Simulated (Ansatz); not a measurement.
```yaml
crystal:
  periodic: [false, false, false]
  atoms:
    - {symbol: Zr, position_ang: [0.008282, 0.000289, -0.276568]}
    - {symbol: O, position_ang: [-0.033288, 1.424017, 0.789655]}
    - {symbol: O, position_ang: [-0.013931, -1.425664, 0.787257]}
basis:
  gaussian: {orbitals: def2-TZVP}
hamiltonian: {xc: pbe0}
relax: {f_tol: 0.004, max_steps: 80}
```

```sh
$ ansatz run in.yaml --threads 1 --pin off --events-out ev --progress --plain --max-ram 2176MiB
```

Steps of the relaxation (energy above the last step; positions in Å, forces in eV/Å):

```
3
step 1, 18.7 meV
Zr    0.008    0.000   -0.277   -0.038   -0.001    1.257
O    -0.033    1.424    0.790    0.023   -0.590   -0.629
O    -0.014   -1.426    0.787    0.015    0.591   -0.628
```

```
3
step 2, 3.1 meV
Zr    0.007    0.000   -0.243    0.008    0.000   -0.262
O    -0.033    1.439    0.773   -0.004   -0.026    0.131
O    -0.013   -1.440    0.771   -0.004    0.026    0.131
```

```
3
step 3, 0.2 meV
Zr    0.008    0.000   -0.255   -0.001    0.000    0.020
O    -0.033    1.428    0.779    0.001   -0.053   -0.010
O    -0.014   -1.430    0.776    0.000    0.053   -0.010
```

```
3
step 5, 0.0 meV
Zr    0.008    0.000   -0.257    0.000    0.000    0.000
O    -0.033    1.424    0.780    0.000    0.000    0.000
O    -0.014   -1.425    0.777    0.000    0.000    0.000
```

Close pairs at the end: Zr1–O3 1.762 Å, Zr1–O2 1.762 Å.

A stationary point of restricted PBE0 after 5 steps (its stability towards spin polarisation wasn't tested); no frequencies were run, so it isn't proven a minimum. 8 s on 1 thread of AMD EPYC 9R45, shared host.
